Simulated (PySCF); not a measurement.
Input of a run (PBE0-D3(BJ)/def2-SVP geometry optimisation, gas phase (PySCF 2.14.0)), started from GFN2-xTB:
```
{"job": {"xc": "PBE0", "basis": "def2-SVP", "d3": "d3bj", "grid": 1, "kind": "geom"}, "charge": 0, "multiplicity": 1}
N      2.403860     0.018050     0.000750
C      1.258400     0.013180    -0.000370
Si    -0.608150    -0.003800    -0.008470
H     -0.994980    -1.011860    -0.993580
H     -1.029090     1.342740    -0.389750
H     -1.023800    -0.354330     1.348270
```

Output (energies in Eh, forces in Eh/bohr):
```
step   0  E = -383.73030982  max force = 0.037393
step   1  E = -383.73167373  max force = 0.002253
step   2  E = -383.73169822  max force = 0.000558
step   3  E = -383.73169979  max force = 0.000087
optimisation converged
```

Summarise the run.

The energy falls by 3.6 kJ/mol over 4 energy and gradient evaluations, the largest force component goes from 0.0374 to 8.7e-05 Eh/bohr, and the atoms move by 0.024 Å rms after alignment. Among the bonds, Si3–H4, Si3–H5 and Si3–H6 change most and about equally (+0.025 to +0.026 Å). Bonds longer at the end by more than 0.005 Å: 4 of 5; shorter: 1. The energy never rose by more than 1e-6 Eh on the way. The first step brought 98 % of the lowering.

What are the final bond lengths?

N1≡C2 1.159 Å, C2–Si3 1.858 Å, Si3–H4 1.487 Å, Si3–H5 1.487 Å, Si3–H6 1.487 Å. Numbering counts from 1 in the input's order; the species is silyl cyanide, `N#C[SiH3]`.

The run used 61 basis functions and 23 SCF cycles in all. Time: 4.0 s of wall time. Hardware: one thread, Arm Neoverse V1, no GPU, shared host.

PBE0-D3(BJ)/def2-SVP frequencies: not computed here.
